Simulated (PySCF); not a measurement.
# F2O2S: core ionisation energies

Compound: F2O2S.
Bonds: O1–S2 (double), S2–O3 (double), S2–F4, S2–F5.

Level of theory: PySCF 2.14.0, delta-SCF UKS SCAN, pcX-2 on the ionised atom, pcseg-1 elsewhere, spin-free X2C. These are vertical core ionisation energies against the vacuum level, from separate self-consistent calculations with and without the core hole.

Task: Give the core binding energies atom by atom.

Result: 
```
atom(s)            environment  level  binding energy (eV)  count
  O1/O3        sulfonyl oxygen   O 1s               540.54      2
  F4/F5  sulfur-bound fluorine   F 1s               695.08      2
     S2        sulfonyl sulfur   S 1s              2487.11      1
```

Task: Which effective nuclear charge Zeff reproduces each element's mean 1s value in the hydrogen-like formula E = 13.606 eV × Zeff²?

Result: O (Z = 8): mean 540.5 eV, Zeff = 6.30, Z − Zeff = 1.70; F (Z = 9): mean 695.1 eV, Zeff = 7.15, Z − Zeff = 1.85; S (Z = 16): mean 2487.1 eV, Zeff = 13.52, Z − Zeff = 2.48. Means run over the listed sites, weighted by atom count.

Task: Which photon wavelength matches the O 1s of O1/O3 threshold?

Result: λ = hc/E = 12398.42 eV Å / 540.54 eV = 22.937 Å.

The first atom of each set that the bonding makes equivalent was ionised and stands for the set. Not every level is listed. Geometry: PBE0-D3(BJ)/def2-SVP; no solvent, vibrations or thermal averaging.
